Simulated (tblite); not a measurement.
C₄H₅NO.
SMILES: `N#C[C@H]1CCO1`

All values are computed: GFN2-xTB (tblite) harmonic vibrations without scaling, gas phase. Errors from tens to a few hundred cm⁻¹ against measured bands are possible.

Harmonic wavenumbers (cm⁻¹): 84.2, 172.4, 237.0, 510.9, 552.0, 753.7, 804.2, 886.7, 998.5, 1027.7, 1055.2, 1072.3, 1101.7, 1117.4, 1158.4, 1182.5, 1222.4, 1265.1, 1271.4, 1454.4, 1480.5, 2406.1, 2883.0, 2941.3, 2962.9, 3034.7, 3036.9.

A = 9352, B = 2685, C = 2418 MHz; mass 83.037 u (most abundant isotopes); point group C1, symmetry number 1.

**Question.** What is the zero-point energy?

**Answer.** Half the sum of the wavenumbers: 18337 cm⁻¹ = 219.35 kJ/mol.

**Question.** What is S at 273.15 K and 1 bar for an ideal gas of classical rigid rotors and harmonic oscillators?

**Answer.** Translation 162.15, rotation 108.00, vibration 39.30: S = 309.5 J/(mol K).

**Question.** And Cp and H(273.15 K) − H(0)?

**Answer.** Cp = 81.20 J/(mol K), of which vibrations give 47.94 (their classical limit is 27 R = 224.5); H(273.15 K) − H(0) = 15.09 kJ/mol without the zero-point energy, 6.01 from vibrations.

**Question.** How do the functions run with temperature in this model?

**Answer.** 
```
 T (K)  S (J/(mol K))  Cp (J/(mol K))  H − H(0) (kJ/mol)  G − H(0) (kJ/mol)  ln q(vib)
    50          216.8            40.3               1.78              -9.06       0.10
   100          247.9            49.7               4.04             -20.74       0.48
298.15          316.8            87.3              17.20             -77.27       2.33
373.15          338.4           105.7              24.44            -101.84       3.09
   500          373.4           133.4              39.67            -147.01       4.45
   750          435.3           171.5              78.16            -248.28       7.28
  1000          488.1           195.6             124.25            -363.88      10.08
```

q(vib) and H(0) count from the zero-point level.

**Question.** Blend soft modes into free rotors: weight 1/[1 + (100 cm⁻¹/ν̃)⁴] for the oscillator and the rest for a rotor with moment μB/(μ + B), μ = h/(8π²ν), B = 10⁻⁴⁴ kg m². What vibrational entropy results?

**Answer.** 37.44 J/(mol K) in place of 39.30, which changes −T·S at 273.15 K by +0.51 kJ/mol.

**Question.** Which modes carry the vibrational entropy at 273.15 K?

**Answer.** 84.2 cm⁻¹: 15.14; 172.4 cm⁻¹: 9.40; 237.0 cm⁻¹: 6.99; 510.9 cm⁻¹: 2.21; 552.0 cm⁻¹: 1.86; 753.7 cm⁻¹: 0.79 J/(mol K); the other 21 give 2.91 together.

**Question.** What must be added to the electronic energy to get the Gibbs energy at 273.15 K and 1 bar?

**Answer.** ZPE + [H(273.15 K) − H(0)] − T·S = 219.35 + 15.09 − 84.53 = 149.91 kJ/mol.

Hindered rotation and anharmonicity are outside this model. The structure is chiral; the term R ln 2 for an equal mix with its mirror image is left out.
